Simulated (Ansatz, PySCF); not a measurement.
Species: formic acid, CH₂O₂, charge 0, multiplicity 1. 
Structure (B3LYP-D3(BJ)/def2-TZVP (Ansatz, a quantum-chemistry and plane-wave program) minimum search):
```xyz
5

O     -1.0316    -0.4355    -0.0191
C      0.0042     0.4206     0.0039
O      1.1586     0.1057     0.0179
H     -0.6697    -1.3375    -0.0221
H     -0.3712     1.4518     0.0079
```


Quantity: enthalpy of formation at 298 K (from the atomisation energy, B3LYP-D3(BJ)/def2-TZVP harmonic zero-point and thermal terms from PySCF, and the atoms' enthalpies of formation in the G2/97 table; no spin-orbit terms, and no core term in the frozen-core levels), in kcal/mol. Cores are frozen in the correlated levels unless marked. UHF or UKS for open shells. Spin-orbit coupling is left out. Non-relativistic. The coupled-cluster limit lacks core correlation, which all-electron functionals hold. Basis-set limits of correlation are two-point, X^-3; Hartree-Fock from the larger set.

Measured: -90.5 kcal/mol (G2/97 table in ASE (Curtiss et al.)); it holds spin-orbit and relativistic effects, and any other conformers, which these rows lack, and core correlation, which the frozen-core levels lack. This is an older compilation, not checked against later work.

```
level                               program  enthalpy of formation at 298 K (kcal/mol)  error against measurement
----------------------------  -------------  -----------------------------------------  -------------------------
HF-D3(BJ)/def2-TZVPD          PySCF + dftd3                                       68.7                      159.2
M06-L-D4/def2-TZVPD           PySCF + dftd4                                      -85.6                        4.9
M06-L/def2-TZVPD                      PySCF                                      -85.6                        4.9
PBE0/def2-QZVPP                      Ansatz                                      -90.0                        0.5
r2SCANh/def2-TZVPD                   Ansatz                                      -84.6                        5.9
LC-wPBE/def2-TZVPD                   Ansatz                                      -89.9                        0.6
CCSD(T)/CBS(cc-pVTZ,cc-pVQZ)         Ansatz                                      -89.8                        0.7
```
